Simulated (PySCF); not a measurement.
**Molecular orbitals of SiN⁻**

PBE0 at R = 1.604 Å; basis Si aug-cc-pVDZ-DK, N aug-cc-pVDZ-DK; spin-free X2C with a Gaussian nucleus; PySCF 2.14. State: ¹Σ⁺ (singlet), closed shell. Only the outer orbitals are listed, counted within each symmetry.

```csv
orbital,occ.,ε (eV),on Si (%),main shells (%)
5σ,2,-14.38,21,"76 N s, 13 Si s"
6σ,2,-4.68,72,"66 Si s, 16 N p, 12 N s"
2π,2,-1.12,36,"63 N p, 35 Si p"
2π,2,-1.12,36,"63 N p, 35 Si p"
7σ,2,-1.06,45,"45 N p, 30 Si p, 13 Si s"
3π,0,3.73,101,100 Si p
3π,0,3.73,101,100 Si p
```

Problem. Which are the highest filled and the lowest empty level, where do they sit, and how wide is the gap?

Solution. Highest filled 7σ at -1.06 eV (in %: 45 N p, 30 Si p, 13 Si s); lowest empty 3π at 3.73 eV (in %: 100 Si p); the gap at PBE0 is 4.79 eV. An empty level above zero is unbound, and its energy depends on the basis.

The bond order (Mayer) is 2.61 and the ⟨S²⟩ is 0.000. The charge on Si (Mulliken, basis-dependent) is -0.20, the charge on Si (Löwdin, basis-dependent) is 0.14 and the dipole moment (positive dipole points towards N; it is taken about the centre of mass and depends on that origin) is -2.56 D. The polarisability along the bond is 82.6 bohr³ and the polarisability across the bond is 56.7 bohr³.

Shares are Mulliken populations and can fall outside 0 to 100 %.
